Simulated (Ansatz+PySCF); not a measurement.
The numbers below are computed, except where a source is named.
**Several solutions for triplet NH3**

```xyz
4

N     0.0000    0.0000   -0.1308
H     0.0000    0.0000    0.9159
H    30.0000    0.0000   -1.3696
H    30.0000    0.0000    1.3696
```

Basis set: 6-31G (spherical functions). Charge 0, multiplicity 3.

CASSCF(2,2) was run from several starts with Ansatz (development build ahead of 0.2.0) and PySCF 2.14.0. The starts are those of the Hartree–Fock orbitals from which the active space was taken at the frontier.

```
run  program                        start  converged  energy (hartree)  <S²>
  A   Ansatz      atomic start, no search        yes         -55.83076  2.00
  B   Ansatz      stability test followed        yes         -55.83076  2.00
  C    PySCF             program defaults        yes         -55.77336  2.00
  D   Ansatz  search for the lowest state        yes         -55.83076  2.00
```

Q: Which runs reached the lowest solution of this kind, and what is wrong with the others?

A: A, B, D reached the lowest solution found. Converged but too high: C by 1.56 eV. Convergence only shows a stationary point; in CASSCF the end hangs on which orbitals enter the active space. Caution: other starts end on other solutions of this active space.
